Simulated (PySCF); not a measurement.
Species: C4H5FO.
Bonds: O1–C2 (double), C2–F3, C2–C4, C4–C5, C5–C6, C4–C6. Hydrogens: H7 on C4; H8, H9 on C5; H10, H11 on C6.

Torsions of this conformer, `[O:1]=[C:2]([F:3])[CH:4]1[CH2:5][CH2:6]1`: O1–C2–C4–C5 34°.

The closed-shell ground state was solved at several levels (PySCF, density fitting, gas phase, non-relativistic). One conformer (not necessarily the lowest) at the PBE0-D3(BJ)/def2-SVP geometry, without solvent, vibrations or thermal averaging.

```csv
level,basis functions,HOMO (eV),LUMO (eV),gap (eV),dipole (D)
BHandHLYP/pcSseg-2,286,-10.31,0.76,11.07,3.52
B97-2/pcSseg-2,286,-8.61,-0.49,8.12,3.36
wB97X-D/pcSseg-2,286,-10.85,1.45,12.30,3.37
CAM-B3LYP/pcSseg-2,286,-10.45,0.73,11.18,3.42
```

Q: What might LC-wPBE/pcSseg-2 (286 basis functions) give for the same quantities?

A: HOMO -11.79 eV, LUMO 1.98 eV, gap 13.77 eV, dipole 3.36 D.

Q: Over all these levels, which gives the widest orbital gap and which the narrowest?

A: LC-wPBE/pcSseg-2 (range-separated hybrid) has the widest, 13.77 eV, and B97-2/pcSseg-2 (global hybrid, 21 % exact exchange) the narrowest, 8.12 eV. From the narrowest to the widest the HOMO moves by -3.18 eV and the LUMO by +2.47 eV.

Q: How far do the dipole and the HOMO energy spread over the levels?

A: The dipole runs from 3.36 to 3.52 D (mean 3.41 D) and the HOMO from -11.79 to -8.61 eV.
